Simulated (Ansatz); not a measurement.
**BH2⁻, triplet: reading a ladder of total energies**

Geometry: a point of a stretch scan, not a stationary point.

```xyz
3

B     0.0000   -0.0781   -0.0079
H     0.0000    0.3951   -0.9987
H     0.0000    0.4430    1.0832
```

Basis aug-cc-pVDZ; Ansatz 0.2.0. Correlated methods freeze the noble-gas cores, which leaves 6 electrons in 40 orbitals. R marks a restricted (for open shells ROHF) determinant, U an unrestricted one.

Full CI is exact within this basis and frozen core; it isn't the basis-set limit. The frozen core follows each run's orbitals, which can shift R against U totals by a few meV.

Runs differ by some tens of microhartree through their thresholds and, for an open shell, their frozen cores, so steps under 0.1 kcal/mol mean nothing.

```json
{"level": "UHF", "total energy (hartree)": "-25.732381"}
{"level": "UMP2", "total energy (hartree)": "-25.819586"}
{"level": "UCCSD", "total energy (hartree)": "-25.840340"}
{"level": "UCCSD(T)", "total energy (hartree)": "-25.843027"}
{"level": "UCCSDT", "total energy (hartree)": "-25.843702"}
{"level": "UCCSDT(Q)", "total energy (hartree)": "-25.843802"}
{"level": "full CI", "total energy (hartree)": "-25.843803"}
```

**Question.** What is the correlation energy at full CI, and what share of it do UMP2 and UCCSD(T) recover?

**Answer.** E(corr) = -25.843803 − (-25.732381) = -0.111422 hartree = -3.032 eV. UMP2: -0.087205 / -0.111422 = 78.27 %. UCCSD(T): -0.110646 / -0.111422 = 99.30 %.

**Question.** By how many kcal/mol does UCCSD(T) miss full CI (1 hartree = 627.509 kcal/mol), and which steps make up the rest?

**Answer.** -25.843027 − (-25.843803) = 0.000776 hartree = 0.49 kcal/mol. Steps: UCCSDT − UCCSD(T) = -0.42, UCCSDT(Q) − UCCSDT = -0.06, full CI − UCCSDT(Q) = 0.00 kcal/mol. That is within 1 kcal/mol of the reference in this basis, which itself misses far more of the correlation at the basis-set limit.
